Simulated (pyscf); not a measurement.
Single points on ωB97X-D3(BJ)/def2-SVP structures (PySCF, gas phase).

Estimate the classical barrier height and the reaction energy of hydrogen chloride (HCl) + HO–SnH(Cl)–Cl → Cl–SnH(Cl)–Cl + water (H₂O) at ωB97M-D3(BJ)/def2-TZVP. The step runs on the singlet surface, breaks Cl–H, O–Sn and forms Cl–Sn, H–O; take the separated reactants as zero.

ΔE‡ = 0.06 eV, ΔE = -0.58 eV. Zero-point energy shifts the barrier by +0.02 eV. It is a four-centre exchange, with an imaginary mode of 650i cm⁻¹. On the reactant side the descent ends in a complex, 0.28 eV under the separated species and 0.23 eV under the saddle at ωB97X-D3(BJ)/def2-TZVP. On the product side the descent ends in an adduct with a O–Sn contact (not fully relaxed), 0.27 eV under the separated species and 0.91 eV under the saddle at ωB97X-D3(BJ)/def2-TZVP. What is counted as broken (O–Sn) persists as a longer contact in the product adduct; parting that adduct is a step of its own. At ωB97X-D3(BJ)/def2-TZVP the barrier from the zero used here is -0.05 eV. One saddle was located; it need not be the lowest between these sides. Elements past Kr carry the def2 core potentials, without spin-orbit coupling.
